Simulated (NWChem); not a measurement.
Total energies of disilane (H6Si2)

```
Si
H 1 1.5056
H 1 1.5056 2 108.64
H 1 1.5056 2 108.64 3 118.01
Si 1 2.3541 2 110.29 3 -120.99
H 5 1.5056 1 110.29 2 180.00
H 5 1.5056 6 108.64 1 120.99
H 5 1.5056 6 108.64 7 118.01
```
Charge 0, spin multiplicity 1.

The numbers come from NWChem runs, not from measurements. All single points use one geometry, from PBE/def2-SVP, a minimum by its harmonic frequencies.

Basis set: cc-pVTZ (152 functions).

| method | total energy (Ha) | relative cost |
|---|---|---|
| RHF | -581.36966 | 1 |
| MP2 | -581.63404 | 3 |
| B2PLYP | -582.34305 | 4 |
| PBE | -582.27700 | under 3 |
| B3LYP | -582.64629 | under 3 |
| BP86 | -582.65339 | under 3 |

Total energies of different functionals aren't comparable as a measure of quality: only differences taken within one method are. Relative cost: rough, from shared machines, SCF included, RHF = 1.

The correlated methods keep 10 core orbitals frozen. B3LYP has NWChem's definition, with VWN1-RPA local correlation.
